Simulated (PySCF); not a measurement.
How well do the runs reproduce experiment for cyclobutanone?

**What was measured.**

NIST CCCBDB Release 22 (SRD 101), experimental dipoles lists, for the gas: dipole moment (microwave Stark effect) 2.99 D.

The results are set against them at the end.

Compound: cyclobutanone, C₄H₆O.
Numbering: `[O:1]=[C:2]1[CH2:3][CH2:4][CH2:5]1` (hydrogens: H6, H7 on C3; H8, H9 on C4; H10, H11 on C5)

Geometry (PBE0-D3(BJ)/def2-SVP, Å), atoms numbered from 1 in this order:
```
atom  x, y, z in Å
O1     2.2312   -0.3055   -0.6789
C2     1.1191   -0.1235   -0.2819
C3     0.0706    0.9594   -0.5277
C4    -0.9698    0.0203    0.1288
C5     0.1596   -0.9334    0.5872
H6     0.2882    1.8668    0.0595
H7    -0.0757    1.2571   -1.5774
H8    -1.5824    0.4605    0.9266
H9    -1.6390   -0.4451   -0.6084
H10    0.4170   -0.8374    1.6550
H11    0.0792   -2.0048    0.3480
```

Runs made with PySCF (gas phase, on this PBE0-D3(BJ)/def2-SVP geometry; no spin–orbit coupling):

```tsv
level	job	basis functions	wall time
PBE0-D3(BJ)/def2-SVP, grid level 1	geometry optimisation from an MMFF94s start shaken at random	100	18 s
HF/pcSseg-2	shieldings, ring-centre shieldings	264	10 s
PBE0/pcSseg-1	shieldings, ring-centre shieldings, charges and field gradients	115	5.9 s
CAM-B3LYP/def2-SVPD	10 singlets by full TDDFT, 4 Tamm–Dancoff triplets, polarisability, ΔSCF ions	151	24 s
B3LYP/pcJ-1	spin–spin couplings from 10 perturbed nuclei, spin–dipole term left out	195	12 s
```

Hardware: an Arm Neoverse V2 with one thread, on a shared host.

Results beside the measurements:

**Dipole moment.** Measured: 2.99 D (NIST CCCBDB Release 22 (SRD 101), experimental dipoles).

```
               level  computed (D)  computed − measured (D)  % (from the printed values)
PBE0-D3(BJ)/def2-SVP          2.76                    -0.23                           -8
         HF/pcSseg-2          3.49                    +0.50                          +17
       PBE0/pcSseg-1          2.90                    -0.09                           -3
 CAM-B3LYP/def2-SVPD          3.21                    +0.22                           +7
         B3LYP/pcJ-1          2.90                    -0.09                           -3
```

The computed dipoles belong to one fixed geometry; measured ones are averaged over vibrations unless marked μe. Magnitudes are compared, not signs.

The geometry is computed, not the measured one. Where a level misses, the cause wasn't examined.
